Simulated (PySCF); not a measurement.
Compound: cyanoethynyl anion, C₃N (charge -1).
Bonds: C1–C2 (triple), C2–C3, C3–N4 (triple).

All values: wB97X-D/def2-SVPD (PySCF, non-relativistic), on one gas-phase PBE0-D3(BJ)/def2-SVP geometry that isn't relaxed in the solvent. The solvent is an IEF-PCM continuum (Bondi radii, 1.10 Å for H, scaled by 1.2), and excitations are vertical TDDFT with non-equilibrium linear response and a frozen core. Only the electrostatic response of the medium enters.

Gas-phase singlets (H = HOMO, L = LUMO):

```tsv
state	E (eV)	λ (nm)	f	leading configuration
S1	4.672	265	0.000	H→L 50%
S2	4.908	253	0.000	H-1→L 50%
S3	4.908	253	0.000	H-1→L+1 50%
S4	5.969	208	0.032	H-2→L 97%
S5	5.969	208	0.032	H-2→L+1 97%
```

Task: Give the list for methanol (ε = 32.61), n² = 1.77.

Result: 
| state | E (eV) | λ (nm) | f | leading configuration | change by rank (eV) |
| --- | --- | --- | --- | --- | --- |
| S1 | 4.717 | 263 | 0.000 | H→L 50% | +0.045 |
| S2 | 4.947 | 251 | 0.000 | H→L+1 49% | +0.039 |
| S3 | 4.948 | 251 | 0.000 | H-1→L+1 49% | +0.040 |
| S4 | 6.111 | 203 | 0.042 | H-2→L 98% | +0.142 |
| S5 | 6.111 | 203 | 0.042 | H-2→L+1 98% | +0.142 |

Task: How does the list change in acetonitrile (ε = 35.69)?

Result: 
| state | E (eV) | λ (nm) | f | leading configuration | change by rank (eV) |
| --- | --- | --- | --- | --- | --- |
| S1 | 4.717 | 263 | 0.000 | H→L 50% | +0.045 |
| S2 | 4.947 | 251 | 0.000 | H→L+1 49% | +0.039 |
| S3 | 4.948 | 251 | 0.000 | H-1→L+1 49% | +0.040 |
| S4 | 6.110 | 203 | 0.042 | H-2→L 98% | +0.141 |
| S5 | 6.110 | 203 | 0.042 | H-2→L+1 98% | +0.141 |

Task: How do the frontier levels move from gas to acetonitrile?

Result: 
```csv
orbital,gas (eV),solvent (eV),change (eV),"Löwdin shares, gas","Löwdin shares, solvent"
LUMO+2,6.79,2.75,-4.04,"C3 55 %, C2 27 %, C1 11 %, N4 7 %","C3 48 %, C2 30 %, C1 15 %, N4 7 %"
LUMO+1,6.28,1.48,-4.80,"C1 32 %, N4 27 %, C3 21 %, C2 20 %","C1 32 %, N4 26 %, C2 21 %, C3 20 %"
LUMO,6.28,1.48,-4.80,"C1 32 %, N4 27 %, C3 21 %, C2 20 %","C1 32 %, N4 26 %, C2 21 %, C3 20 %"
HOMO,-4.03,-8.88,-4.85,"C2 39 %, C1 31 %, N4 17 %, C3 13 %","C2 38 %, C1 32 %, N4 18 %, C3 13 %"
HOMO-1,-4.03,-8.88,-4.85,"C2 39 %, C1 31 %, N4 17 %, C3 13 %","C2 38 %, C1 32 %, N4 18 %, C3 13 %"
HOMO-2,-4.41,-9.41,-5.00,"C1 82 %, C2 17 %","C1 82 %, C2 17 %"
HOMO-3,-7.75,-12.47,-4.72,"C3 40 %, N4 38 %, C2 16 %, C1 5 %","C3 40 %, N4 38 %, C2 17 %, C1 6 %"
```

The HOMO–LUMO gap goes from 10.31 to 10.36 eV. Shares within a degenerate set are those of one arbitrary member.
